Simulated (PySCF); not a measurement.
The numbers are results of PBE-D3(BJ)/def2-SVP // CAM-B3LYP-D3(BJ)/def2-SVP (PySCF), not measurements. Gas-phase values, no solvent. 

Reference species: cyclo[22]carbon `c1c#cc#cc#cc#cc#cc#cc#cc#cc#cc#cc#1` (neutral, multiplicity 1).

```
Property         Result
-------------  --------
LUMO           -3.90 eV
HOMO           -6.07 eV
HOMO–LUMO gap   2.17 eV
```

After one change: the LUMO falls by 0.51 eV; the HOMO increases by 0.42 eV; the HOMO–LUMO gap falls by 0.93 eV.

Which change was made? The new species is one of these.
(A) cyclo[24]carbon `C1#CC#CC#CC#CC#CC#CC#CC#CC#CC#CC#CC#C1`
(B) cyclo[26]carbon `c1c#cc#cc#cc#cc#cc#cc#cc#cc#cc#cc#cc#cc#1`
(C) cyclo[14]carbon `c1c#cc#cc#cc#cc#cc#cc#1`
(D) cyclo[30]carbon `c1c#cc#cc#cc#cc#cc#cc#cc#cc#cc#cc#cc#cc#cc#cc#1`

A, cyclo[24]carbon `C1#CC#CC#CC#CC#CC#CC#CC#CC#CC#CC#CC#C1`
